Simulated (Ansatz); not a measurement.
Geometry optimisation of C$_{2}$H$_{3}$FN$_{2}$, SMILES `C=NC(=N)F`.

```yaml
crystal:
  periodic: [false, false, false]
  atoms:
    - {symbol: C, position_ang: [-0.448185, 1.354173, 0.025413]}
    - {symbol: N, position_ang: [-0.560856, 0.107233, 0.306551]}
    - {symbol: C, position_ang: [0.430999, -0.788051, -0.121354]}
    - {symbol: N, position_ang: [0.452254, -2.036382, 0.097282]}
    - {symbol: F, position_ang: [1.448722, -0.245449, -0.830563]}
    - {symbol: H, position_ang: [-1.241634, 2.043039, 0.373165]}
    - {symbol: H, position_ang: [0.402215, 1.782751, -0.548461]}
    - {symbol: H, position_ang: [-0.391215, -2.274414, 0.642067]}
basis:
  gaussian: {orbitals: def2-TZVP}
hamiltonian: {xc: pbe0, dispersion: d4}
relax: {f_tol: 0.005, max_steps: 150}
```

```sh
$ ansatz run in.yaml --threads 2 --pin off --events-out ev --progress --plain --max-ram 4352MiB
```

Output, abridged:

```
Functional definition: PBE0
mean field -7813.12253587 eV, -287.1269572684 hartree, gradient 3.5e-5 eV, S^2 0.000000; 0 other end points of the search recorded, 0 dependent functions left out
relax step   1: F+E_penalty+E_count = -7813.23079859 eV  Δ(F+E_penalty+E_count) = +0.000e0 eV  max|allowed force component| = 1.231e0 eV/Å  Δτ_max = 0.0000 Å  (31 SCF iters, accepted)
mean field -7813.16892018 eV, -287.1286618605 hartree, gradient 1.4e-5 eV, S^2 0.000000; 0 other end points of the search recorded, 0 dependent functions left out
relax step   2: F+E_penalty+E_count = -7813.27776972 eV  Δ(F+E_penalty+E_count) = -4.697e-2 eV  max|allowed force component| = 2.909e-1 eV/Å  Δτ_max = 0.0266 Å  (34 SCF iters, accepted)
mean field -7813.17234600 eV, -287.1287877570 hartree, gradient 1.4e-5 eV, S^2 0.000000; 0 other end points of the search recorded, 0 dependent functions left out
relax step   3: F+E_penalty+E_count = -7813.28133896 eV  Δ(F+E_penalty+E_count) = -3.569e-3 eV  max|allowed force component| = 7.991e-2 eV/Å  Δτ_max = 0.0074 Å  (35 SCF iters, accepted)
mean field -7813.17230639 eV, -287.1287863015 hartree, gradient 1.4e-5 eV, S^2 0.000000; 0 other end points of the search recorded, 0 dependent functions left out
relax step   4: F+E_penalty+E_count = -7813.28130169 eV  Δ(F+E_penalty+E_count) = +3.728e-5 eV  max|allowed force component| = 8.188e-2 eV/Å  Δτ_max = 0.0060 Å  (34 SCF iters, rejected (line search))
mean field -7813.17252552 eV, -287.1287943544 hartree, gradient 1.4e-5 eV, S^2 0.000000; 0 other end points of the search recorded, 0 dependent functions left out
relax step   5: F+E_penalty+E_count = -7813.28151390 eV  Δ(F+E_penalty+E_count) = -1.749e-4 eV  max|allowed force component| = 3.412e-2 eV/Å  Δτ_max = 0.0029 Å  (34 SCF iters, accepted)
mean field -7813.17267190 eV, -287.1287997338 hartree, gradient 1.4e-5 eV, S^2 0.000000; 0 other end points of the search recorded, 0 dependent functions left out
relax step   6: F+E_penalty+E_count = -7813.28163478 eV  Δ(F+E_penalty+E_count) = -1.209e-4 eV  max|allowed force component| = 1.606e-2 eV/Å  Δτ_max = 0.0054 Å  (35 SCF iters, accepted)
mean field -7813.17267062 eV, -287.1287996867 hartree, gradient 1.4e-5 eV, S^2 0.000000; 0 other end points of the search recorded, 0 dependent functions left out
relax step   7: F+E_penalty+E_count = -7813.28163861 eV  Δ(F+E_penalty+E_count) = -3.828e-6 eV  max|allowed force component| = 8.965e-3 eV/Å  Δτ_max = 0.0008 Å  (35 SCF iters, accepted)
mean field -7813.17267140 eV, -287.1287997154 hartree, gradient 1.4e-5 eV, S^2 0.000000; 0 other end points of the search recorded, 0 dependent functions left out
relax step   8: F+E_penalty+E_count = -7813.28164195 eV  Δ(F+E_penalty+E_count) = -3.337e-6 eV  max|allowed force component| = 1.107e-3 eV/Å  Δτ_max = 0.0017 Å  (35 SCF iters, accepted)
mean field -7813.17267140 eV, -287.1287997154 hartree, gradient 1.4e-5 eV, S^2 0.000000; 1 other end points of the search recorded, 0 dependent functions left out
Total energy: -7813.28166487 eV, -287.1328051514 hartree
Atom 0 at    -0.442027     1.340506     0.023456 Å, force    -0.001107     0.000213     0.000619 eV/Å
Atom 1 at    -0.557658     0.112606     0.310824 Å, force     0.000606     0.000360    -0.000302 eV/Å
Atom 2 at     0.425631    -0.778412    -0.116999 Å, force    -0.000035    -0.000279     0.000104 eV/Å
Atom 3 at     0.443911    -2.009139     0.092470 Å, force     0.000150    -0.000471    -0.000002 eV/Å
Atom 4 at     1.431522    -0.238811    -0.814550 Å, force     0.000081     0.000172     0.000028 eV/Å
Atom 5 at    -1.218877     2.021179     0.365621 Å, force     0.000718    -0.000256    -0.000325 eV/Å
Atom 6 at     0.391320     1.754610    -0.547088 Å, force    -0.000162     0.000247    -0.000146 eV/Å
Atom 7 at    -0.381522    -2.259639     0.630366 Å, force    -0.000250     0.000015     0.000023 eV/Å
Dipole moment:    -0.301142     0.577252     0.077115 e Å
```

Run time 29 s (2 threads of an Arm Neoverse V1 on a shared host); peak host memory 0.34 GiB.
